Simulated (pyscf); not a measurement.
Structures and frequencies: ωB97X-D3(BJ)/def2-SVP in PySCF.

Question: For the elementary gas-phase step H₂N–SiH₂–NH–SiH₃ + H₂ → H₃Si–NH–SiH₃ + NH₃ (singlet surface; N–Si, H–H broken, H–Si, H–N formed), what barrier and reaction energy does ωB97M-D3(BJ)/def2-TZVP give, measured from the separated reactants?

Answer: ΔE‡ = 44.5 kcal/mol, ΔE = +10.7 kcal/mol. Zero-point energy shifts the barrier by +3.3 kcal/mol. It is a four-centre exchange, with an imaginary mode of 1403i cm⁻¹. On the product side the descent ends in a complex (not fully relaxed), 4.2 kcal/mol under the separated species and 38.1 kcal/mol under the saddle at ωB97X-D3(BJ)/def2-TZVP. At the saddle there is also a short H–Si contact that neither side keeps. One saddle was located; it need not be the lowest between these sides.
